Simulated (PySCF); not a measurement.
Working out the ionisation energy of O

O [He] 2s2 2p4 (3P) → O⁺ [He] 2s2 2p3 (4S). All numbers are calculated (PySCF 2.14, scalar relativity by spin-free X2C-1e, in x2c-TZVPPall with one added diffuse shell each of s, p, d type (6s4p3d1f, 40 functions)). Frozen: nothing. Energies in hartree (1 hartree = 27.21139 eV):

```csv
part,O (lower),O⁺ (upper)
UHF,-74.868206,-74.426672
CCSD correlation,-0.178050,-0.129978
(T),-0.003188,-0.001652
```

Question: What does Hartree-Fock give?

Answer: (-74.426672) − (-74.868206) = 0.441534 hartree = 12.015 eV.

Question: What do CCSD and CCSD(T) give?

Answer: The CCSD correlation energies differ by 0.048072 hartree = 1.308 eV and the triples by 0.001536 hartree = 0.042 eV, so CCSD gives 13.323 eV and CCSD(T) 13.365 eV.

Measured between the centres of the two terms (NIST): 13.608 eV, so CCSD(T) (valence and next inner shell) is off by -0.243 eV.

What remains against the reference includes basis incompleteness and higher excitations.
